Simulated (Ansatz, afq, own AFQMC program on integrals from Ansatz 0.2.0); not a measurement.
Two steps: Ansatz 0.2.0 writes the Fock matrix and Cholesky factors of the valence space, and afq projects on them the lowest state that overlaps trial and start.

```yaml
crystal:
  periodic: [false, false, false]
  atoms:
    - {symbol: B, position_ang: [0.000000, 0.000000, 0.008418]}
    - {symbol: O, position_ang: [0.000000, 0.000000, -1.189543]}
    - {symbol: H, position_ang: [0.000000, 0.000000, 1.181125]}
basis:
  gaussian: {orbitals: cc-pVTZ}
total_charge: 1
magnetization: {spin_polarized: true, initial_magnetization: 1}
correlation: {method: ccsd_t, electrons: outside_noble_gas, hamiltonian_folder: ham}
```

```sh
$ ansatz run in.yaml --threads 1 --pin off --events-out ev --progress --plain --max-ram 15360MiB --backend cuda --devices 0, --max-vram 18GiB
```

afq runs on the folder ham with

```
--method phaseless --trial hf --walkers 1400 --populations 20 --least-time 40 --time-step 0.005 --steps-per-block 20 --equilibration-blocks 112 --max-blocks 4000 --target-error 0.0009000 --factor-cut 1e-05 --start spin_pure --seed 4909 --taylor-order 6
```

Times are imaginary, in 1/Eh. The walk had a cap of 97 s. With eight or more populations the least sampling time is a fifth of least-time, and the error comes from their spread.

afq prints:

```
orbitals 72  electrons 5 4  factors 441 of 441
reference energy -99.78123003 Eh
CCSD correlation -0.26482995 Eh in 12 cycles, weight of the determinant in the CISD state 0.9249
energy of the start -99.781371 Eh
 block  time / (1/Eh)  mean weight  energy / Eh
     1     0.100  1.0020  -99.882140
     2     0.200  1.0021  -99.936850
     3     0.300  1.0019  -99.968536
     4     0.400  1.0019  -99.993392
     5     0.500  1.0013  -100.010162
     8     0.800  1.0006  -100.022422
    17     1.700  1.0003  -100.054505
    41     4.100  1.0004  -100.065096
    65     6.500  0.9994  -100.059999
    89     8.900  1.0001  -100.057218
   113    11.300  0.9995  -100.052478
   137    13.700  1.0003  -100.051447
   145    14.500  1.0003  -100.047368
   161    16.100  1.0000  -100.054492
   185    18.500  1.0001  -100.054343
   209    20.900  0.9995  -100.053666
   233    23.300  0.9985  -100.061982
   257    25.700  1.0008  -100.052330
   281    28.100  0.9992  -100.057869
   289    28.900  0.9992  -100.067359
   305    30.500  1.0005  -100.053981
   329    32.900  0.9999  -100.054431
   337    33.700  1.0009  -100.056853
error from the spread of 20 populations
energy -100.054423 +/- 0.000899 Eh
(rows thinned)
```

The run passed its tests (sampling time, drift between the halves within three errors, error under three times the target), which doesn't prove that it has relaxed. The second half of the sampling lies below the first by 2.0 errors of their difference, so the energy may still be moving and its error bar be too small.

Against this walk (error 24.5 meV) on the same determinant: CCSD(T) 14.8 meV higher (within the noise), CCSDT(Q) 10.0 meV lower (within the noise), a separate phaseless walk with a CISD trial and standard settings 3.8 ± 24.9 meV higher (within the noise). The error is statistical and leaves out the bias of the constraint.

Cautions: constraint bias not in the error.

The walk took 57 s on 2 threads of a server CPU with a shared H100 80 GB, shared host (the card was shared). The log's last line is the phaseless energy.

CCSDT and higher add their correlation energy to the determinant of the CCSD(T) run, since their own runs factorise the integrals more tightly (a shift of under 2 meV). A walk keeps the symmetry of its determinant, which the program's search chose and which needn't be the lowest solution, so a lower state of the same spin and another symmetry isn't excluded.
